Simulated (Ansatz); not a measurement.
# [S3]− at UCCSD/STO-3G

What is the vertical doublet–quartet gap of [S3]− at UCCSD/STO-3G? 

The results are computed with Ansatz 0.2.0.

25 further runs of the same task are left out: 24 that didn't finish, 1 set aside as unsound or not needed.

**1. The system as given**

The species is [S3]− (3 atoms), meant as a doublet with charge -1. The shape is that of a GFN2-xTB optimisation.

Bond lengths: S1–S2 1.985 Å, S2–S3 1.983 Å. Angles: S1–S2–S3 115.4°.

**2. The energy at UCCSD/STO-3G**

The input, input.yaml:

```yaml
basis:
  gaussian:
    orbitals: STO-3G
crystal:
  periodic: [false, false, false]
  atoms:
    - {symbol: S, position_ang: [-1.117260, 0.295410, 1.265730]}
    - {symbol: S, position_ang: [0.397110, 0.584890, 0.015760]}
    - {symbol: S, position_ang: [0.720140, -0.880310, -1.281490]}
total_charge: -1
magnetization:
  spin_polarized: true
  initial_magnetization: 1
correlation:
  method: ccsd
  frozen_orbitals: {S: 5}
accuracy: high
scf:
  omitted_lower_state_checks: [cluster_reference, increment]
```

Run with:

```console
$ ansatz run input.yaml --threads 1 --pin off --max-ram 2610MiB --events-out events.jsonl --progress --plain --runs-dir runs
```

Output, shortened:

```text
Warning: RAYON_NUM_THREADS=1 ignored (pool sized by the plan → 1); use --threads N
Functional definition: HF
  name "HF"
[...]
482 factors; integrals over basis functions are off by at most 8.6e-9 eV
[...]
mean field -32091.22874548 eV, -1179.3309041804 hartree, gradient 6.1e-8 eV, S^2 0.752129; 20 other end points of the search recorded, 0 dependent functions left out
15 core orbitals not correlated: weight in the atoms' cores, before any rotation towards them, 1.000 or more for the frozen orbitals, at most 0.000 for the correlated occupied ones
reference -32091.22874548 eV, -1179.3309041804 hartree; 10, 9 occupied and 2, 3 virtual orbitals, 482 factors
second order -1.42303509 eV of doubles, -0.00000000 eV of singles
cycle   1  -1.70312148 eV  change   -2.8e-1 eV  update   8.8e-2
[...]
cycle  26  -2.08032618 eV  change    1.8e-9 eV  update   2.2e-9
Total energy: -32093.30907167 eV, -1179.4073547575 hartree
Checks for a lower state left out: cluster_reference, increment
```

It took 1.9 s on 1 thread of Arm Neoverse V1, shared host; peak memory 0.089 GiB.

**3. The quartet at the same level**

The input, run.yaml:

```yaml
crystal:
  periodic: [false, false, false]
  atoms:
    - {symbol: S, position_ang: [-1.117260, 0.295410, 1.265730]}
    - {symbol: S, position_ang: [0.397110, 0.584890, 0.015760]}
    - {symbol: S, position_ang: [0.720140, -0.880310, -1.281490]}
basis:
  gaussian: {orbitals: STO-3G}
magnetization: {spin_polarized: true, initial_magnetization: 3}
accuracy: high
total_charge: -1
scf: {omitted_lower_state_checks: [cluster_reference, increment]}
correlation: {method: ccsd, frozen_orbitals: {S: 5}}
```

Run with:

```console
$ ansatz run run.yaml --threads 1 --pin off --max-ram 2610MiB --events-out events.jsonl --progress --plain --runs-dir runs
```

Output, shortened:

```text
Warning: RAYON_NUM_THREADS=1 ignored (pool sized by the plan → 1); use --threads N
[... 2 set-up lines as earlier in the session ...]
[...]
482 factors; integrals over basis functions are off by at most 8.6e-9 eV
[...]
mean field -32087.28356453 eV, -1179.1859214546 hartree, gradient 1.9e-8 eV, S^2 3.774172; 10 other end points of the search recorded, 0 dependent functions left out
15 core orbitals not correlated: weight in the atoms' cores, before any rotation towards them, 1.000 or more for the frozen orbitals, at most 0.000 for the correlated occupied ones
reference -32087.28356453 eV, -1179.1859214546 hartree; 11, 8 occupied and 1, 4 virtual orbitals, 482 factors
second order -0.68905283 eV of doubles, -0.00000000 eV of singles
cycle   1  -0.89043772 eV  change   -2.0e-1 eV  update   6.1e-2
[...]
cycle  31  -1.17645777 eV  change    2.0e-9 eV  update   1.7e-9
Total energy: -32088.46002230 eV, -1179.2291554801 hartree
Checks for a lower state left out: cluster_reference, increment
```

Run time: 1.1 s. Hardware: 1 thread of Arm Neoverse V1, shared host; peak memory 0.086 GiB.

**4. Results**

At UCCSD/STO-3G, 15 core orbitals frozen:

| quantity | value |
| --- | --- |
| doublet: total energy | -1179.40735 Eh |
| doublet: correlation energy (15 core orbitals frozen) | -76.5 mEh |
| doublet: ⟨S²⟩ of the reference determinant | 0.752 |
| doublet: T1 diagnostic | 0.061 |
| quartet: total energy | -1179.22916 Eh |
| quartet: correlation energy (15 core orbitals frozen) | -43.2 mEh |
| quartet: ⟨S²⟩ of the reference determinant | 3.774 |
| quartet: T1 diagnostic | 0.025 |
| vertical energy of the quartet above the doublet | 4.849 eV |

In words: At this shape the quartet lies 4.85 eV (112 kcal/mol) above the doublet. For an anion a state so high probably lies above electron detachment. In a minimal basis such a difference can be off by several eV, whatever the method. The T1 diagnostic (doublet) of 0.061 is above the customary mark for such species, so a single reference may not serve.
